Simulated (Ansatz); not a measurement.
**AlSiH₄ (quartet): wave-function methods side by side, cc-pVDZ**

One table from this session's results is given with a row withheld; the runs are named, their logs left out.

Method: cc-pVDZ, core rule «outside noble gas», up to 10 orbitals frozen; program: Ansatz 0.2.0, Gaussian basis.

The runs, in order: UHF; CCSD(T) on ROHF; CCSD(T) on UHF; BCCD(T) on ROHF; CISD as a restricted active space (open shells left free, so some higher excitations enter); CCSDT(Q) on ROHF; CCSDT(Q) on UHF.

15 further runs of the same task are left out: 4 that didn't finish, 11 set aside as unsound or not needed. Runs told in other sessions of the task aren't counted.

## The geometry

The geometry is a PBE0/def2-TZVP stationary point (not a proven minimum) of the parent state, kept for this charge and spin.

6 atoms, charge 0, spin multiplicity 4.

Atoms are counted from 1 here; the program's logs count them from 0.

Bond lengths: Si1–Al2 2.477 Å, Si1–H3 1.492 Å, Si1–H4 1.492 Å, Si1–H5 1.492 Å, Al2–H6 1.605 Å. Angles: Al2–Si1–H3 115.7°, Al2–Si1–H4 109.2°, Al2–Si1–H5 109.2°, H3–Si1–H4 107.7°, H3–Si1–H5 107.7°, H4–Si1–H5 107.0°, Si1–Al2–H6 120.9°.

Set-up of the first run:

Input file in.yaml:

```yaml
crystal:
  periodic: [false, false, false]
  atoms:
    - {symbol: Si, position_ang: [0.000000, 0.049312, 1.158451]}
    - {symbol: Al, position_ang: [0.000000, -0.101211, -1.313837]}
    - {symbol: H, position_ang: [0.000000, 1.430438, 1.723316]}
    - {symbol: H, position_ang: [1.198904, -0.658842, 1.694066]}
    - {symbol: H, position_ang: [-1.198904, -0.658842, 1.694066]}
    - {symbol: H, position_ang: [0.000000, 1.222494, -2.220719]}
basis:
  gaussian: {orbitals: cc-pVDZ}
magnetization: {spin_polarized: true, initial_magnetization: 3}
hamiltonian: {xc: hf}
output: {orbitals: {seedname: orbitals}}
```

Command:

```sh
> ansatz run in.yaml --threads 1 --pin off --events-out ev --progress --plain --max-ram 2393MiB
```

Among the steps run: UHF; CCSD(T) on ROHF; CCSD(T) on UHF; BCCD(T) on ROHF; CISD as a restricted active space (open shells left free, so some higher excitations enter); CCSDT(Q) on ROHF; CCSDT(Q) on UHF.

One of the session's tables, all rows but one given; the rest of the session is left out.

It belongs to the step «Misses and costs». 

```
   method  from UCCSDT(Q) (meV)
     ROHF               +5265.8
      UHF               +5205.5
     RMP2               +1390.7
     UMP2               +1371.5
     CISD                +596.7
    RCCSD                +192.0
    UCCSD                +188.6
 RCCSD(T)                     ?
 UCCSD(T)                 +49.7
  BCCD(T)                 +48.3
   RCCSDT                  +5.4
   UCCSDT                  +5.1
RCCSDT(Q)                  +1.3
UCCSDT(Q)                     0
```

Q: Estimate the row for RCCSD(T) from the others.

**Answer.** from UCCSDT(Q) (meV): +50.5. In the column «from UCCSDT(Q) (meV)» it lies between UCCSD(T) (+49.7) and UCCSD (+188.6).

Limits of these values: Restricted and unrestricted rows rest on different reference determinants; a gap between their highest levels can come from leftover correlation error, from unlike frozen cores or from another state.
